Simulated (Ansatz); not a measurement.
Saddle point of AlH3SO, closed shell (AlH₃SO ([OH][AlH][SH]) → AlHS ([AlH][S]) + H₂O (still joined by a long Al–O bond); bonds formed: O2–H4; bonds broken: S3–H4; bonds weakened to dative contacts: Al1–O2), PBE0-D4/def2-TZVP structure:

Al1  (-0.652, 0.376, -0.506)
O2  (0.805, 0.164, 0.621)
S3  (-0.224, -1.469, -1.359)
H4  (0.762, -0.835, 0.014)
H5  (-1.509, 1.681, -0.349)
H6  (0.818, 0.083, 1.580)
(Å)

Energies are electronic, without zero-point energy. Barriers and step energies count from the start structure reached by relaxing down the imaginary mode; all methods use the PBE0-D4 structures, on which another method's saddle can fall below an end. Ansatz 0.2.0; basis: def2-TZVPP, with def2-QZVPP for the basis limit; cores frozen in the correlated methods. B3LYP uses VWN-RPA correlation. Extrapolation: Hartree–Fock as exp(−7.88 √X), correlation as X^−2.97.

```tsv
method	barrier (eV)	step energy (eV)
SPW92	?	1.200
PBE-D4	1.334	1.286
BLYP-D4	1.495	1.376
r2SCAN-D4	?	1.385
B97M-V	1.593	1.379
PBE0-D4	?	1.352
B3LYP-D4	1.600	1.426
r2SCAN0-D4	1.558	1.409
BHLYP-D4	1.774	1.496
CAM-B3LYP-D4	1.665	1.493
wB97X-V	1.678	1.500
wB97M-V	1.608	1.412
B2PLYP	1.628	1.441
PBE-QIDH	1.591	1.416
RPA on PBE	1.691	1.494
HF	2.115	1.591
MP2	1.608	1.445
CCSD	1.780	1.508
CCSD(T)	1.678	1.456
```

Fill in the withheld barriers. (Judge from chemistry; the value comes from the calculation.)

The calculation gives: r2SCAN-D4 1.468; PBE0-D4 1.480; SPW92 1.126 eV. Each is the energy of the saddle less that of the start structure, by the same method.

For comparison, the barrier by CCSD(T) at an estimated basis limit (MP2 extrapolated from triple and quadruple zeta, plus CCSD(T) − MP2 in triple zeta) is 1.637 eV.

No T1 diagnostic of these runs exceeds 0.014.

Labels in which every atom is bracketed show which atoms are joined, not bond orders.

For scale, one of the runs: CCSD(T)/def2-TZVPP, 157 basis functions, launched by `ansatz run in.yaml --threads 2 --pin off --events-out ev --progress --plain --max-ram 4352MiB`. Hardware: 2 CPU threads of an Arm Neoverse V2, shared host. Wall time 12 s; peak host memory 1 GiB.
